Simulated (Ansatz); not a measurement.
`CCOC(F)F`, relaxed with RKS PBE0-D4/def2-TZVP in Ansatz from a PBE-D4/def2-SVP geometry. The force threshold is 0.005 eV/Å; the program also tests the step.

Total charge 0; spin multiplicity 1.

Start:

```xyz
12

C     1.035    0.467    1.052
C    -0.444    0.340    0.711
O    -0.707    0.531   -0.689
C    -0.533   -0.571   -1.471
F    -0.650   -0.172   -2.754
F    -1.515   -1.505   -1.228
H     1.644   -0.335    0.588
H     1.432    1.444    0.710
H     1.179    0.399    2.149
H    -1.031    1.129    1.221
H    -0.859   -0.638    1.039
H     0.449   -1.088   -1.329
```

(1) How much energy does the relaxation release, and in how many steps? (Best estimate.)

(2) Which bonds change most? (Estimate.)

(3) Give the relaxed structure. (An estimate is asked.)

Results:

(1) Ansatz gave: 4.96 kJ/mol, in 10 steps.

(2) Computed: C4–H12 from 1.119 to 1.097 Å; C2–H10 from 1.108 to 1.090 Å; C2–H11 from 1.112 to 1.094 Å; C1–H8 from 1.108 to 1.091 Å.

(3) Computed: 
```xyz
12

C     1.036    0.483    1.037
C    -0.431    0.323    0.712
O    -0.698    0.521   -0.679
C    -0.541   -0.576   -1.447
F    -0.560   -0.180   -2.725
F    -1.578   -1.442   -1.277
H     1.648   -0.281    0.553
H     1.394    1.463    0.717
H     1.187    0.395    2.115
H    -1.025    1.084    1.220
H    -0.813   -0.653    1.026
H     0.382   -1.137   -1.253
```
